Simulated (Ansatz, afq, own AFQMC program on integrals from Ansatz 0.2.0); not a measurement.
# SiH₃O (doublet): AFQMC on the coupled-cluster ladder at distance Si1–O2 = 1.996 Å, cc-pVDZ

How near does AFQMC come to the top of the ladder for SiH₃O (doublet)?

Computed with Ansatz 0.2.0, Gaussian basis, and an in-house AFQMC program (afq) on its integrals; all values are calculated. Level: cc-pVDZ, frozen cores.

Plan: PBE (unrestricted); r2SCAN (unrestricted); PBE0 (unrestricted); B3LYP (unrestricted); wB97M-V (unrestricted); B2PLYP (unrestricted); CCSD(T) on UHF; Phaseless AFQMC, CISD trial on UHF.

1 further run of the same task is left out (it didn't finish).

## 1. The system

The geometry derives from a PBE0/def2-TZVP stationary point (not a proven minimum). One bond is set to the value named and the two fragments are kept rigid.

5 atoms, charge 0, spin multiplicity 2.

Atoms are counted from 1 here; the program's logs count them from 0.

Bond lengths: Si1–O2 1.996 Å, Si1–H3 1.493 Å, Si1–H4 1.485 Å, Si1–H5 1.485 Å. Angles: O2–Si1–H3 100.6°, O2–Si1–H4 112.5°, O2–Si1–H5 112.5°, H3–Si1–H4 110.4°, H3–Si1–H5 110.4°, H4–Si1–H5 110.2°.

## 2. PBE (unrestricted)

in.yaml

```yaml
crystal:
  periodic: [false, false, false]
  atoms:
    - {symbol: Si, position_ang: [0.005859, 0.000000, 0.647751]}
    - {symbol: O, position_ang: [-0.025475, 0.000002, -1.348003]}
    - {symbol: H, position_ang: [1.478068, -0.000114, 0.898157]}
    - {symbol: H, position_ang: [-0.618382, 1.217950, 1.225047]}
    - {symbol: H, position_ang: [-0.618570, -1.217854, 1.225047]}
basis:
  gaussian: {orbitals: cc-pVDZ}
magnetization: {spin_polarized: true, initial_magnetization: 1}
hamiltonian: {xc: {name: PBE}}
output: {orbitals: {seedname: orbitals}}
```

Launch:

```sh
$ ansatz run in.yaml --threads 1 --pin off --events-out ev --progress --plain --max-ram 1382MiB
```

Output:

```text
Functional definition: PBE
  name "PBE"
  cite "Perdew, Burke & Ernzerhof, Phys. Rev. Lett. 77, 3865 (1996) doi:10.1103/PhysRevLett.77.3865"
  parent pbe
  parameter kappa = 0.804
  parameter beta = 0.06672455060314922
  exchange = pbe_x(kappa = kappa, mu = beta*pi^2/3)
  correlation = pbe_c(beta = beta)
547 factors; their error is unknown
mean field evaluation 1: about -9962.4648 eV, gradient 2.2e1 eV
mean field evaluation 2: about -9946.3331 eV, gradient 6.2e1 eV
mean field evaluation 4: about -9964.4637 eV, gradient 2.7e0 eV
mean field evaluation 8: about -9964.4942 eV, gradient 2.8e-2 eV
mean field evaluation 16: about -9964.4942 eV, gradient 3.3e-5 eV
mean field evaluation 32: about -9964.4107 eV, gradient 5.3e-1 eV
mean field -9964.49420664 eV, -366.1884079174 hartree, gradient 3.5e-6 eV, S^2 0.753980; 4 other end points of the search recorded, 0 dependent functions left out
reference -9964.49423426 eV, -366.1884089323 hartree; 13, 12 occupied and 34, 35 virtual orbitals, 547 factors
Total energy: -9964.49423426 eV, -366.1884089323 hartree
```

Run time: 4 s. Hardware: 1 thread of Arm Neoverse V1, shared host.

From the report: ⟨S²⟩ of the determinant 0.754 (pure doublet: 0.75).

## 3. r2SCAN (unrestricted)

in.yaml, as its differences from that of step 2:

```diff
@@ -11,3 +11,2 @@
 magnetization: {spin_polarized: true, initial_magnetization: 1}
-hamiltonian: {xc: {name: PBE}}
-output: {orbitals: {seedname: orbitals}}
+hamiltonian: {xc: {name: r2SCAN}}
```

Launched as before.

Output:

```text
Functional definition: r2SCAN
  name "r2SCAN"
  cite "Furness, Kaplan, Ning, Perdew & Sun, J. Phys. Chem. Lett. 11, 8208 (2020) doi:10.1021/acs.jpclett.0c02405"
  cite "Furness, Kaplan, Ning, Perdew & Sun, J. Phys. Chem. Lett. 11, 9248 (2020) doi:10.1021/acs.jpclett.0c03077"
  parent r2scan
  parameter k0 = 0.174
  parameter k1 = 0.065
  parameter a1 = 4.9479
  exchange = r2scan_x(k0 = k0, k1 = k1, a1 = a1)
  correlation = r2scan_c
547 factors; their error is unknown
mean field evaluation 1: about -9967.4028 eV, gradient 2.0e1 eV
mean field evaluation 2: about -9957.4068 eV, gradient 5.1e1 eV
mean field evaluation 4: about -9969.2203 eV, gradient 1.3e0 eV
mean field evaluation 8: about -9969.2151 eV, gradient 6.3e-2 eV
mean field evaluation 16: about -9969.2152 eV, gradient 5.3e-5 eV
mean field -9969.21518371 eV, -366.3619006245 hartree, gradient 1.5e-6 eV, S^2 0.756566; 1 other end points of the search recorded, 0 dependent functions left out
reference -9969.21519247 eV, -366.3619009465 hartree; 13, 12 occupied and 34, 35 virtual orbitals, 547 factors
Total energy: -9969.21519247 eV, -366.3619009465 hartree
```

Run time: 6 s. Hardware: 1 thread of Arm Neoverse V1, shared host.

From the report: ⟨S²⟩ of the determinant 0.757 (pure doublet: 0.75).

## 4. PBE0 (unrestricted)

in.yaml, as its differences from that of step 3:

```diff
@@ -11,2 +11,3 @@
 magnetization: {spin_polarized: true, initial_magnetization: 1}
-hamiltonian: {xc: {name: r2SCAN}}
+hamiltonian: {xc: {name: PBE0}}
+output: {orbitals: {seedname: orbitals}}
```

The command is unchanged.

Output (excerpt; [...] marks lines left out):

```text
Functional definition: PBE0
  name "PBE0"
  cite "Adamo & Barone, J. Chem. Phys. 110, 6158 (1999) doi:10.1063/1.478522"
  cite "Perdew, Burke & Ernzerhof, Phys. Rev. Lett. 77, 3865 (1996) doi:10.1103/PhysRevLett.77.3865"
  parent pbe
[...]
440 factors; integrals over basis functions are off by at most 1.2e-3 eV
[...]
mean field -9965.36801670 eV, -366.2205198447 hartree, gradient 3.5e-6 eV, S^2 0.755098; 1 other end points of the search recorded, 0 dependent functions left out
reference -9965.36803723 eV, -366.2205205991 hartree; 13, 12 occupied and 34, 35 virtual orbitals, 440 factors
Total energy: -9965.36803723 eV, -366.2205205991 hartree
```

Wall time 2.6 s (1 thread of Arm Neoverse V1, shared host).

From the report: ⟨S²⟩ of the determinant 0.755 (pure doublet: 0.75).

## 5. B3LYP (unrestricted)

in.yaml, as its differences from that of step 4:

```diff
@@ -11,3 +11,2 @@
 magnetization: {spin_polarized: true, initial_magnetization: 1}
-hamiltonian: {xc: {name: PBE0}}
-output: {orbitals: {seedname: orbitals}}
+hamiltonian: {xc: {name: B3LYP}}
```

Launched as before.

Output (excerpt; [...] marks lines left out):

```text
Functional definition: B3LYP
  name "B3LYP"
  cite "Stephens, Devlin, Chabalowski & Frisch, J. Phys. Chem. 98, 11623 (1994) doi:10.1021/j100096a001"
  cite "Becke, Phys. Rev. A 38, 3098 (1988) doi:10.1103/PhysRevA.38.3098"
  cite "Lee, Yang & Parr, Phys. Rev. B 37, 785 (1988) doi:10.1103/PhysRevB.37.785"
  cite "Vosko, Wilk & Nusair, Can. J. Phys. 58, 1200 (1980) doi:10.1139/p80-159"
[...]
440 factors; integrals over basis functions are off by at most 1.2e-3 eV
[...]
mean field -9971.64163576 eV, -366.4510710929 hartree, gradient 2.4e-6 eV, S^2 0.754604; 1 other end points of the search recorded, 0 dependent functions left out
reference -9971.64183129 eV, -366.4510782784 hartree; 13, 12 occupied and 34, 35 virtual orbitals, 440 factors
Total energy: -9971.64183129 eV, -366.4510782784 hartree
```

It took 2.9 s on 1 thread of Arm Neoverse V1, shared host.

From the report: ⟨S²⟩ of the determinant 0.755 (pure doublet: 0.75).

## 6. wB97M-V (unrestricted)

in.yaml, as its differences from that of step 5:

```diff
@@ -11,2 +11,3 @@
 magnetization: {spin_polarized: true, initial_magnetization: 1}
-hamiltonian: {xc: {name: B3LYP}}
+hamiltonian: {xc: {name: wB97M-V}}
+output: {orbitals: {seedname: orbitals}}
```

Launched as before.

Output (excerpt; [...] marks lines left out):

```text
Functional definition: wB97M-V
  name "wB97M-V"
  cite "Mardirossian & Head-Gordon, J. Chem. Phys. 144, 214110 (2016) doi:10.1063/1.4952647"
  cite "Becke, J. Chem. Phys. 107, 8554 (1997) doi:10.1063/1.475007"
  cite "Vydrov & Van Voorhis, J. Chem. Phys. 133, 244103 (2010) doi:10.1063/1.3521275"
  # Of w^i u^j: cxij and so on, Table III.
[...]
  gx(w, u) = 1 - cx + cx01*u + cx10*w
  gss(w, u) = css00 + css04*u^4 + css10*w + css20*w^2 + css43*w^4*u^3
  gos(w, u) = cos00 + cos10*w + (cos20 + cos21*u)*w^2 + (cos60 + cos61*u)*w^6
[...]
      + integral(e_c_pw_mod_opposite_spin*gos(b97_w_opposite, b97_u_opposite)) + vv10(b, c)
440 factors; integrals over basis functions are off by at most 1.2e-3 eV
148 factors; integrals over basis functions are off by at most 6.7e-6 eV
[...]
mean field -9969.47279593 eV, -366.3713676990 hartree, gradient 7.0e-6 eV, S^2 0.755047; 1 other end points of the search recorded, 0 dependent functions left out
reference -9969.47282865 eV, -366.3713689015 hartree; 13, 12 occupied and 34, 35 virtual orbitals, 440 factors
Total energy: -9969.47282865 eV, -366.3713689015 hartree
```

It took 13 s on 1 thread of Arm Neoverse V1, shared host.

From the report: ⟨S²⟩ of the determinant 0.755 (pure doublet: 0.75).

## 7. B2PLYP (unrestricted)

in.yaml, as its differences from that of step 6:

```diff
@@ -11,3 +11,3 @@
 magnetization: {spin_polarized: true, initial_magnetization: 1}
-hamiltonian: {xc: {name: wB97M-V}}
-output: {orbitals: {seedname: orbitals}}
+hamiltonian: {xc: {name: B2PLYP}}
+correlation: {electrons: outside_noble_gas}
```

The command is unchanged.

Output (excerpt; [...] marks lines left out):

```text
Functional definition: B2PLYP
  name "B2PLYP"
  cite "Grimme, J. Chem. Phys. 124, 034108 (2006) doi:10.1063/1.2148954"
  cite "Becke, Phys. Rev. A 38, 3098 (1988) doi:10.1103/PhysRevA.38.3098"
  cite "Lee, Yang & Parr, Phys. Rev. B 37, 785 (1988) doi:10.1103/PhysRevB.37.785"
[...]
440 factors; integrals over basis functions are off by at most 1.2e-3 eV
[...]
mean field -9963.43629722 eV, -366.1495304631 hartree, gradient 3.6e-6 eV, S^2 0.757067; 2 other end points of the search recorded, 0 dependent functions left out
6 core orbitals not correlated: weight in the atoms' cores, before any rotation towards them, 1.000 or more for the frozen orbitals, at most 0.000 for the correlated occupied ones
reference -9963.43642142 eV, -366.1495350275 hartree; 7, 6 occupied and 34, 35 virtual orbitals, 440 factors
second order -8.36883004 eV of doubles, -0.00000000 eV of singles
Total energy: -9965.69600553 eV, -366.2325732119 hartree
```

It took 3.6 s on 1 thread of Arm Neoverse V1, shared host.

From the report: ⟨S²⟩ of the determinant 0.757 (pure doublet: 0.75).

## 8. CCSD(T) on UHF

in.yaml, as its differences from that of step 7:

```diff
@@ -11,3 +11,2 @@
 magnetization: {spin_polarized: true, initial_magnetization: 1}
-hamiltonian: {xc: {name: B2PLYP}}
-correlation: {electrons: outside_noble_gas}
+correlation: {method: ccsd_t, electrons: outside_noble_gas, hamiltonian_folder: ham}
```

Same command.

Output (excerpt; [...] marks lines left out):

```text
Functional definition: HF
  name "HF"
  cite "Fock, Z. Phys. 61, 126 (1930) doi:10.1007/BF01340294"
  parent pbe
[...]
440 factors; integrals over basis functions are off by at most 1.2e-3 eV
[...]
mean field -9945.39674757 eV, -365.4865892413 hartree, gradient 2.4e-6 eV, S^2 0.765410; 9 other end points of the search recorded, 0 dependent functions left out
determinant -9945.39674757 eV, -365.4865892413 hartree, with singles and doubles -9953.13400112 eV, -365.7709280647 hartree
determinant -9945.33529295 eV, -365.4843308254 hartree, with singles and doubles -9953.05845046 eV, -365.7681516292 hartree
determinant -9943.26770220 eV, -365.4083482668 hartree, with singles and doubles -9950.92994075 eV, -365.6899303399 hartree
determinant -9945.39674757 eV, -365.4865892413 hartree, with singles and doubles -9953.13657193 eV, -365.7710225400 hartree
determinant -9945.33529295 eV, -365.4843308254 hartree, with singles and doubles -9953.06088160 eV, -365.7682409717 hartree
6 core orbitals not correlated: weight in the atoms' cores, before any rotation towards them, 1.000 or more for the frozen orbitals, at most 0.000 for the correlated occupied ones
reference -9945.39674757 eV, -365.4865892413 hartree; 7, 6 occupied and 34, 35 virtual orbitals, 440 factors
second order -6.74313790 eV of doubles, -0.00000000 eV of singles
cycle   1  -7.73982838 eV  change   -4.0e-6 eV  update   3.1e-6
perturbative correction -0.16082963 eV, -0.0059103797 hartree
Total energy: -9953.29740558 eV, -365.7769330678 hartree
```

Wall time 6 s (1 thread of Arm Neoverse V1, shared host).

From the report: ⟨S²⟩ of the determinant 0.765 (pure doublet: 0.75); correlation -7.9007 eV; T1 0.017; largest double amplitude 0.04.

This run also writes the integrals to the folder ham.

## 9. Phaseless AFQMC, CISD trial on UHF

It reads the integrals that the CCSD(T) run on this determinant wrote.

Launch:

```sh
$ afq ham --method phaseless --trial cisd --walkers 60 --populations 1 --least-time 40 --time-step 0.005 --steps-per-block 50 --equilibration-blocks 28 --max-blocks 300 --target-error 0.00043 --factor-cut 1e-05 --start spin_pure --seed 4759 --release-times 0.24,0.51,0.99,1.62,2.4 --release-step 0.03 --release-every 4 --taylor-order 6
```

Output:

```text
orbitals 41  electrons 7 6  factors 304 of 440
reference energy -365.48658924 Eh
CCSD correlation -0.28443333 Eh in 15 cycles, weight of the determinant in the CISD state 0.8857
energy of the start -365.770486 Eh
 block  time / (1/Eh)  mean weight  energy / Eh
     1     0.250  0.9977  -365.766374
     2     0.500  0.9992  -365.768857
     3     0.750  0.9990  -365.771968
     4     1.000  1.0003  -365.775544
     5     1.250  0.9988  -365.772079
     6     1.500  1.0030  -365.772984
     7     1.750  1.0000  -365.775702
     8     2.000  0.9996  -365.775185
     9     2.250  0.9992  -365.776597
    10     2.500  1.0012  -365.774584
    17     4.250  1.0016  -365.778468
    25     6.250  0.9979  -365.782015
    33     8.250  0.9994  -365.777915
    41    10.250  1.0047  -365.776374
    49    12.250  0.9988  -365.777695
    57    14.250  0.9999  -365.775182
    65    16.250  0.9980  -365.783403
    73    18.250  1.0012  -365.786958
    81    20.250  0.9970  -365.774544
    89    22.250  0.9986  -365.784223
    97    24.250  0.9987  -365.780609
   105    26.250  1.0014  -365.774680
   113    28.250  1.0001  -365.771952
   121    30.250  0.9999  -365.778468
   129    32.250  1.0001  -365.774348
   137    34.250  1.0021  -365.776555
   145    36.250  1.0006  -365.773776
   153    38.250  0.9983  -365.775212
   161    40.250  0.9974  -365.777749
   169    42.250  1.0023  -365.776873
   177    44.250  1.0006  -365.789063
   185    46.250  0.9991  -365.788474
   193    48.250  1.0013  -365.777643
   201    50.250  1.0004  -365.770516
   209    52.250  0.9982  -365.773580
   217    54.250  0.9998  -365.775356
   225    56.250  1.0035  -365.781890
   233    58.250  1.0025  -365.779116
   241    60.250  1.0005  -365.786626
   249    62.250  1.0011  -365.778193
   257    64.250  0.9990  -365.783401
   265    66.250  0.9993  -365.775161
   273    68.250  0.9974  -365.779575
   281    70.250  0.9881  -365.782444
   289    72.250  1.0017  -365.774155
   297    74.250  0.9981  -365.776282
   305    76.250  1.0001  -365.772732
   313    78.250  1.0029  -365.781939
   321    80.250  1.0010  -365.771576
blocks merged  error / Eh  count
     1  0.000279  300
     2  0.000330  150
     4  0.000407  75
     8  0.000469  37
    16  0.000476  18
    32  0.000516  9
released: time / (1/Eh)  energy / Eh  error  mean overlap
  0.24  -365.777910  0.000574  1.0079
  0.51  -365.778810  0.000474  0.9928
  0.99  -365.778828  0.000475  0.9810
  1.62  -365.779447  0.000517  0.9676
  2.40  -365.779767  0.000790  0.9465
energy -365.778282 +/- 0.000476 Eh
```

It took 12 min on 1 thread of Arm Neoverse V1, shared host.

Energy -9953.3341 ± 0.0130 eV. Caveats: constraint bias not in the error.

## 10. All levels side by side

On the UHF determinant, counted from CCSD(T) (a yardstick, not exact):

| level | energy (eV) | from CCSD(T) (kJ/mol) | statistical error (kJ/mol) | time |
| --- | --- | --- | --- | --- |
| HF | -9945.3967 | +762.3 |  |  |
| MP2 | -9952.1399 | +111.7 |  |  |
| CCSD | -9953.1366 | +15.5 |  |  |
| CCSD(T) | -9953.2974 | 0.0 |  |  |
| Phaseless AFQMC, CISD trial, step 0.005, 60 walkers | -9953.3341 | -3.5 | 1.3 | 12 min |

The functionals' totals stand on their own zeros and serve differences with other points: PBE -9964.494 eV; r2SCAN -9969.215 eV; PBE0 -9965.368 eV; B3LYP -9971.642 eV; wB97M-V -9969.473 eV; B2PLYP -9965.696 eV.

## 11. Outcome

| quantity | value |
| --- | --- |
| Phaseless AFQMC, CISD trial on UHF from CCSD(T) | -3.5 ± 1.3 kJ/mol |

On UHF the phaseless walk with the CISD trial lies -3.5 kJ/mol from CCSD(T), within three error bars. Error bars are statistical and leave out the constraint, the time step and what remains of the start.
